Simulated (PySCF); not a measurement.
# CH3BF−: structure from calculated spectroscopic constants

These gas-phase data were calculated for one isomer of CH3BF− at PBE0-D4/def2-SVPD (harmonic, unscaled wavenumbers; equilibrium rotational constants with average atomic masses):

```
rotational constants            : 59.37, 9.416, 8.127 GHz
all wavenumbers above 1500 cm⁻¹ : 3117, 2464, 2425
```

Candidates:

(1) `C=[BH-]F`, a singlet
(2) `[BH2-]=CF`, a singlet

Assign the data to one candidate and say why.

Candidate (2). 2 modes lie between 2350 and 2900 cm⁻¹, one for each B–H bond, while (1) has 1.

The same quantities for all candidates:

```
     rotational constants (GHz)  wavenumbers above 1500 cm⁻¹  E above the lowest, PBE0-D4/def2-SVPD (kcal/mol)
(1)         59.84, 9.073, 7.879             3152, 3079, 2394                                               0.0
(2)         59.37, 9.416, 8.127             3117, 2464, 2425                                              43.2
```

Each candidate is one conformer. Programs: PySCF 2.14.0.
